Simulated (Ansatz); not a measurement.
Gas-phase reaction in SMILES: [SiH3][SiH3] (Si2H6) [silylsilane] -> 2 [SiH3] (SiH3) (the Si-Si bond breaks)

Property: bond dissociation energy (enthalpy at 298 K), in kcal/mol. Terms: non-relativistic; valence correlation only; no dispersion term unless named; LANL2DZ with its own core potentials from Na on; 6-311+G** with 5d, 6d on Na to Ar in Ansatz (a program for electronic structure); spin-orbit terms left out; open shells spin-unrestricted; 6-31G* and kin with 6d, 5d where marked. CBS marks a two-point X^-3 extrapolation of the correlation energy; Hartree-Fock from the larger set. The bracket is a focal-point correction in the basis named. Ab initio and DFT rows: single points at B3LYP-D3(BJ) geometries (Ansatz), with unscaled harmonic terms from B3LYP/6-31G* (Ansatz) at its own minima.

Measured values: G2/97 table in ASE (Curtiss et al.); they hold spin-orbit and core effects, anharmonicity. 

Value to compare with, the measured value: 76.7 kcal/mol.

| level | program | bond dissociation energy (enthalpy at 298 K) (kcal/mol) | error |
|---|---|---|---|
| PBE/STO-3G | Ansatz | 114.1 | 37.4 |
| PBE/3-21G | Ansatz | 71.1 | -5.6 |
| PBE/LANL2DZ | Ansatz | 70.5 | -6.2 |
| PBE/6-31G* | Ansatz | 73.0 | -3.7 |
| PBE/def2-SVP | Ansatz | 72.6 | -4.1 |
| PBE/6-311+G** | Ansatz | 71.6 | -5.1 |
| PBE/def2-TZVPD | Ansatz | 72.4 | -4.3 |
| RI-MP2/CBS(def2-TZVPPD,def2-QZVPPD)+[CCSD(T)-MP2]/def2-TZVPPD | Ansatz | 76.9 | 0.2 |

Among the 6 habitual levels, PBE/STO-3G lies farthest from the measured value (37.4 kcal/mol); 1 of 6 lie above it, and their mean absolute error is 10.4 kcal/mol, the median 5.3. One case shows no general order.

The sets are all those run for this method; left out are runs that failed, that the program found above a lower state of the same kind, or whose <S^2> lies over 0.5 above the pure value.
